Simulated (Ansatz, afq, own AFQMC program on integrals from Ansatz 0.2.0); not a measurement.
Atomization energy of GeH$_{2}$, triplet

```xyz
3

Ge    0.0000   -0.0208    0.0000
H     0.0000    0.7490   -1.3344
H     0.0000    0.7490    1.3344
```

Atoms in their ground-state spins without spin–orbit coupling (mostly on UHF) minus the molecule (UHF), without zero-point energy. The geometry is a stationary point, not shown to be a minimum.

Basis cc-pVTZ. Only valence electrons are correlated. Integrals, coupled cluster, full CI and functionals: Ansatz 0.2.0; the random walks run on the same integrals in our own AFQMC program. ph-AFQMC/CISD is guided by a CISD state made of CCSD amplitudes; releasing the constraint for a short imaginary time cuts its bias at the price of noise, slowly where states lie close. Uncertainties: one standard error, sampling alone. No spin–orbit coupling. The errors of all members are added in quadrature.

No full CI on the walks' own integrals is used here; CCSDT(Q) serves as the reference and is uncertain by about the last step of the cluster series. Each member takes its own surest rung, up to full CI.

The best estimate is CCSD(T) at the basis-set limit (CBS: def2-TZVPP and def2-QZVPP, with their diffuse functions for anions and beside diffuse sets, CCSD(T) itself extrapolated) plus the step from CCSD(T) to CCSDT(Q) in cc-pVTZ. Rows without CBS are in cc-pVTZ; B2PLYP and the wave-function rows carry a basis error of their own. Core correlation and relativity beyond core potentials are missing, and ± holds the sampling alone.

Cautions: inner d shell frozen; no relativity below Rb; no spin-orbit coupling; GeH₂ (triplet): lower spins were not checked.

Best estimate: 5.140 eV.

```json
{"level": "HF", "atomization energy (eV)": "3.835", "error against the best estimate (eV)": "-1.305"}
{"level": "MP2", "atomization energy (eV)": "4.819", "error against the best estimate (eV)": "-0.321"}
{"level": "CCSD", "atomization energy (eV)": "4.971", "error against the best estimate (eV)": "-0.170"}
{"level": "CCSD(T)", "atomization energy (eV)": "4.998", "error against the best estimate (eV)": "-0.142"}
{"level": "CCSDT", "atomization energy (eV)": "5.003", "error against the best estimate (eV)": "-0.137"}
{"level": "CCSDT(Q)", "atomization energy (eV)": "5.003", "error against the best estimate (eV)": "-0.137"}
{"level": "ph-AFQMC/CISD", "atomization energy (eV)": "5.005 ± 0.002", "error against the best estimate (eV)": "-0.135 ± 0.002"}
{"level": "released AFQMC", "atomization energy (eV)": "5.002 ± 0.002", "error against the best estimate (eV)": "-0.138 ± 0.002"}
{"level": "HF/CBS", "atomization energy (eV)": "3.854", "error against the best estimate (eV)": "-1.287"}
{"level": "MP2/CBS", "atomization energy (eV)": "4.947", "error against the best estimate (eV)": "-0.194"}
{"level": "CCSD(T)/CBS", "atomization energy (eV)": "5.135", "error against the best estimate (eV)": "-0.005"}
{"level": "PBE", "atomization energy (eV)": "4.978", "error against the best estimate (eV)": "-0.162"}
{"level": "r2SCAN", "atomization energy (eV)": "5.275", "error against the best estimate (eV)": "0.135"}
{"level": "PBE0", "atomization energy (eV)": "5.010", "error against the best estimate (eV)": "-0.130"}
{"level": "B3LYP", "atomization energy (eV)": "5.021", "error against the best estimate (eV)": "-0.119"}
{"level": "wB97M-V", "atomization energy (eV)": "5.021", "error against the best estimate (eV)": "-0.119"}
{"level": "B2PLYP", "atomization energy (eV)": "4.967", "error against the best estimate (eV)": "-0.173"}
```

Correlation beyond CCSD(T) adds 0.005 eV. Going to the basis-set limit adds 0.137 eV at CCSD(T). The perturbative (T) step is worth +0.028 eV.

Best estimates are given only where the step beyond CCSD(T) is under 0.3 eV and no member's determinant is very poor (T1 over 0.05, or 0.07 for open shells, ⟨S²⟩ too high by 0.3, two states mixed), so the hardest cases are missing from such tables.

The functionals ran in a triple-zeta set and keep a basis error of their own, a few kJ/mol for each bond in atomization energies and more for double hybrids, so close places among them and the extrapolated levels can swap.

CCSDT and higher add their correlation energy to the determinant of the CCSD(T) run, since their own runs factorise the integrals more tightly (a shift of under 2 meV). Each member of a difference takes its own highest rung, so a best estimate needn't equal the limit plus the step of one row. A walk keeps the symmetry of its determinant, which the program's search chose and which needn't be the lowest solution, so a lower state of the same spin and another symmetry isn't excluded. Released energies are given only where the last usable release times agree within the noise; a slower fall can still hide under it.
